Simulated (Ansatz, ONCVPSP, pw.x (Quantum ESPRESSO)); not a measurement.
What a changed setting does to a pw.x run (diamond Ge)

Potential: optimised norm-conserving Vanderbilt (ONCV), ONCVPSP 4.0.1.1 (patched build), PBE; core [Ar] 3d10, reference 4s2 4p1.75; waves: 4s: rc 1.70 bohr, ncon 4, nbas 9, qcut 4.8 1/bohr, 1 projector; 4p: rc 2.30 bohr, ncon 4, nbas 7, qcut 3.3 1/bohr, 2 projectors, debl 2.6 Ha; d scattering state at 0.19 Ha: rc 1.75 bohr, ncon 4, nbas 8, qcut 5 1/bohr, 1 projector; local part: polynomial inside 1.50 bohr (lpopt 2, dvloc0 1 Ha); core correction: none.

The reference run (k-mesh 8³, cutoffs 35/140 Ry, Fermi–Dirac 0.01 Ry, mixing_beta 0.4, conv_thr 1e-9, no spin) gives 0.82 GPa at 23.951 Å³/atom, where all-electron LAPW gives 0.00 GPa. This run, with its own iteration cap, changes smearing to mp.

```
&control
  calculation='scf', prefix='x', pseudo_dir='./', outdir='./tmp', tstress=.true., disk_io='none'
/
&system
  ibrav=0, nat=2, ntyp=1, ecutwfc=35, ecutrho=140, nbnd=11,
  occupations='smearing', smearing='mp', degauss=0.01
/
&electrons
  conv_thr=1e-09, mixing_beta=0.4, electron_maxstep=70
/
ATOMIC_SPECIES
Ge 1.0 Ge.UPF
CELL_PARAMETERS angstrom
  0.00000000 2.88253474 2.88253474
  2.88253474 0.00000000 2.88253474
  2.88253474 2.88253474 0.00000000
ATOMIC_POSITIONS crystal
Ge 0.0000 0.0000 0.0000
Ge 0.2500 0.2500 0.2500
K_POINTS automatic
8 8 8 0 0 0
```

```bash
pw.x < Ge.scf.in > Ge.scf.out
```

Task: How does the run end?

Result: It converges in 7 iterations; the free energy moves by +2.7 meV/atom and the pressure by -0.12 GPa. This scheme is built to cancel the term in the square of the width that Fermi–Dirac smearing leaves in the F of a metal.

```
Message from routine setup:
     using ibrav=0 with symmetry is DISCOURAGED, use correct ibrav instead
     lattice parameter (alat)  =       7.7035  a.u.
     unit-cell volume          =     323.2587 (a.u.)^3
     number of electrons       =         8.00
     number of Kohn-Sham states=           11
     kinetic-energy cutoff     =      35.0000  Ry
     charge density cutoff     =     140.0000  Ry
     scf convergence threshold =      1.0E-09
     Exchange-correlation= PBE
     number of k points=    29  Methfessel-Paxton smearing, width (Ry)=  0.0100
     iteration #  1     ecut=    35.00 Ry     beta= 0.40
     total energy              =     -15.74792928 Ry
     estimated scf accuracy    <       0.01867902 Ry
     iteration #  2     ecut=    35.00 Ry     beta= 0.40
     total energy              =     -15.74797738 Ry
     estimated scf accuracy    <       0.00672086 Ry
     iteration #  3     ecut=    35.00 Ry     beta= 0.40
     total energy              =     -15.74808391 Ry
     estimated scf accuracy    <       0.00001157 Ry
     iteration #  4     ecut=    35.00 Ry     beta= 0.40
     c_bands:  1 eigenvalues not converged
     negative rho (up, down):  3.273E-08 0.000E+00
     total energy              =     -15.74810442 Ry
     estimated scf accuracy    <       0.00000366 Ry
     iteration #  5     ecut=    35.00 Ry     beta= 0.40
     total energy              =     -15.74810467 Ry
     estimated scf accuracy    <       0.00000024 Ry
     iteration #  6     ecut=    35.00 Ry     beta= 0.40
     total energy              =     -15.74810474 Ry
     estimated scf accuracy    <          2.3E-09 Ry
     iteration #  7     ecut=    35.00 Ry     beta= 0.40
     the Fermi energy is     5.2520 ev
!    total energy              =     -15.74810474 Ry
     estimated scf accuracy    <          2.7E-10 Ry
     smearing contrib. (-TS)   =       0.00000602 Ry
     The total energy is F=E-TS. E is the sum of the following terms:
     one-electron contribution =       3.49596466 Ry
     hartree contribution      =       1.20532710 Ry
     xc contribution           =      -4.62682399 Ry
     ewald contribution        =     -15.82257853 Ry
     convergence has been achieved in   7 iterations
          total   stress  (Ry/bohr**3)                   (kbar)     P=        6.95
     Message from routine punch:
     Nothing written, as per user request (disk_io='none')
```

The run took about 7.3 s on one core of a shared host (Neoverse-N1, 64 threads, 124 GiB, load 49).
